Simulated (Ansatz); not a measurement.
Born–Oppenheimer molecular dynamics of HOSSi (4 atoms, charge -1, multiplicity 1). It starts from a relaxed structure.

The calculation used RHF/def2-SVP (Ansatz 0.2.0).

| Quantity | Value |
| --- | --- |
| ensemble | NVT, Langevin thermostat |
| time step | 0.5 fs |
| steps asked | 266 |
| set temperature | 300 K |
| friction | 0.02 /fs |
| temperature schedule | 66 steps to 300 K, then 200 steps to 75 K |
| seed | 851306 |

First frame:

```xyz
4
Properties=species:S:1:pos:R:3
O 0.545 0.336 0.953
Si 0.434 0.276 -0.755
S 0.055 -1.334 0.776
H -1.034 0.723 -0.974
```

Problem. How far do the bonds stretch over the last three quarters of this one trajectory? (Pairs bonded in most of those frames.)

Solution. 
```tsv
bond	mean (Å)	spread (Å)	shortest	longest
O1–Si2	1.715	0.020	1.68	1.74
O1–S3	1.766	0.055	1.65	1.85
Si2–S3	2.264	0.050	2.17	2.34
Si2–H4	1.555	0.043	1.48	1.63
```

Mean temperature of the second half: 285 K. The schedule's set-point averaged 150 K over the second half and the system 285 K, so it lags behind the ramp. A run of 0.13 ps of so small a system gives no equilibrium averages. Limits of this set-up: an anion without diffuse functions, the dipole of an ion depends on the origin.

Time of the run: 79 s on 1 thread of Arm Neoverse V2, on a shared host, peak memory 0.087 GiB.
